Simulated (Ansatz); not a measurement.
Input for Ansatz (development build ahead of 0.2.0):

```yaml
crystal:
  periodic: [false, false, false]
  atoms:
    - { symbol: O, position_ang: [0.0, 0.0, 0.67818] }
    - { symbol: C, position_ang: [0.0, 0.0, -0.54194] }
    - { symbol: H, position_ang: [0.0, 0.91746, -1.11884] }
    - { symbol: H, position_ang: [0.0, -0.91746, -1.11884] }
basis:
  gaussian: { orbitals: cc-pVTZ }
hamiltonian:
  xc: hf
correlation:
  method: mp2
  frozen_orbitals: { C: 1, H: 0, O: 1 }
output:
  forces: true
```

The input is written out in the form of the current development build from the run's settings.

Results

```json
{
 "Converged": "yes",
 "Reference energy": "-113.91010 hartree",
 "Correlation energy": "-0.39664 hartree",
 "Total energy": "-114.30674 hartree",
 "Spin squared of the determinant": "0.000",
 "Stability test": "minimum among restricted orbitals",
 "Occupied orbitals by symmetry in an Abelian subgroup (alpha; beta)": "5 A1 1 B1 2 B2; 5 A1 1 B1 2 B2"
}
```

Forces (eV/Å):
```
atom     Fx      Fy      Fz
  O1  0.000   0.000  -0.669
  C2  0.000   0.000   1.080
  H3  0.000   0.500  -0.205
  H4  0.000  -0.500  -0.205
```
